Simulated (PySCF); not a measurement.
**Working out the ionisation energy of P**

P [Ne] 3s2 3p3 (4S) → P⁺ [Ne] 3s2 3p2 (3P). Calculation: PySCF 2.14, in def2-TZVPPD; the non-relativistic Hamiltonian (point nucleus). Frozen: 1s2. Energies in hartree (1 hartree = 27.21139 eV):

```json
{"part": "UHF", "P (lower)": "-340.710012", "P⁺ (upper)": "-340.345927"}
{"part": "MP2 opposite-spin", "P (lower)": "-0.168477", "P⁺ (upper)": "-0.159628"}
{"part": "MP2 same-spin", "P (lower)": "-0.070069", "P⁺ (upper)": "-0.057691"}
```

Task: What does Hartree-Fock give?

Result: (-340.345927) − (-340.710012) = 0.364085 hartree = 9.907 eV.

Task: What do MP2 and SCS-MP2 (6/5 opposite-spin, 1/3 same-spin) give?

Result: The opposite-spin parts differ by 0.241 eV and the same-spin parts by 0.337 eV. MP2: 9.907 + (0.241) + (0.337) = 10.485 eV. SCS-MP2: 9.907 + 1.2 × (0.241) + (0.337)/3 = 10.309 eV.

Measured between the centres of the two terms (NIST): 10.526 eV, so MP2 (valence and next inner shell) is off by -0.041 eV.

What remains against the reference includes basis incompleteness, the frozen core and correlation beyond second order.
